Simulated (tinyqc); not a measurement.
Worked calculation: UHF in the sto-3g basis, for H2O, spin multiplicity 3. One step of it, computed by the program tinyqc.

Question. Orthogonalisation. S = U s U^T; symmetric (Loewdin) form X = U s^(-1/2) U^T, so that X^T S X = 1.

overlap S:
```
           1O 1s     1O 2s    1O 2px     1O 2py    1O 2pz     2H 1s      3H 1s
1O 1s   1.000000  0.236704  0.000000   0.000000  0.000000  0.020959   0.020959
1O 2s   0.236704  1.000000  0.000000   0.000000  0.000000  0.253719   0.253719
1O 2px  0.000000  0.000000  1.000000   0.000000  0.000000  0.000000   0.000000
1O 2py  0.000000  0.000000  0.000000   1.000000  0.000000  0.174697  -0.174697
1O 2pz  0.000000  0.000000  0.000000   0.000000  1.000000  0.169333   0.169333
2H 1s   0.020959  0.253719  0.000000   0.174697  0.169333  1.000000   0.128505
3H 1s   0.020959  0.253719  0.000000  -0.174697  0.169333  0.128505   1.000000
```

Give: eigenvalues of S; X.

Answer.

eigenvalues of S: 0.580  0.680  0.882  1.000  1.119  1.191  1.546

X:
```
         1O 1s   1O 2s  1O 2px  1O 2py  1O 2pz   2H 1s   3H 1s
1O 1s    1.023  -0.129   0.000   0.000  -0.004   0.013   0.013
1O 2s   -0.129   1.074   0.000   0.000   0.034  -0.133  -0.133
1O 2px   0.000   0.000   1.000   0.000   0.000   0.000   0.000
1O 2py   0.000   0.000   0.000   1.027   0.000  -0.101   0.101
1O 2pz  -0.004   0.034   0.000   0.000   1.022  -0.087  -0.087
2H 1s    0.013  -0.133   0.000  -0.101  -0.087   1.054  -0.047
3H 1s    0.013  -0.133   0.000   0.101  -0.087  -0.047   1.054
```
